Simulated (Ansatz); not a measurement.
Lattice parameter c (Å) of solids drawn from the class of oxides, at two levels: PBE (PAW; Ansatz, a first-principles code), and r²SCAN+rVV10 (PAW; Ansatz).

| solid | PBE | r²SCAN+rVV10 | shift (%) |
|---|---|---|---|
| anatase TiO2 (metastable phase) | 9.697 | 9.530 | -1.72 |
| corundum (α-Al2O3) | 13.123 | 12.971 | -1.16 |
| corundum Ga2O3 (metastable phase) | 13.623 | 13.400 | -1.64 |
| rutile CrO2 | 2.921 | 2.908 | -0.45 |
| SiO2 (P4₁2₁2, No. 92) | 7.103 | 6.747 | -5.01 |
| α-quartz (SiO2) | 5.510 | 5.377 | -2.41 |
| stishovite (SiO2) | 2.690 | 2.668 | -0.82 |
| rutile TiO2 | 2.964 | 2.951 | -0.44 |
| rutile SnO2 | 3.238 | 3.199 | -1.20 |
| rutile PbO2 | 3.443 | 3.405 | -1.10 |

The shifts run from -5.01 % to -0.44 %, with a median of -1.18 %.

Of 10 rows, r²SCAN+rVV10 is the larger in 0 and the smaller in 10.

Database compounds that came out metallic weren't drawn.

Ansatz's runs of these crystals have no spin polarisation, but for rutile CrO2.

Density-functional runs with spin start from parallel moments for rutile CrO2.

Spin–orbit coupling is left out, also for the solids with elements from indium on (rutile SnO2, rutile PbO2); its size isn't shown.

Ansatz's density-functional and Hartree–Fock values are scalar-relativistic unless marked +SOC, with PAW data made under PBE.
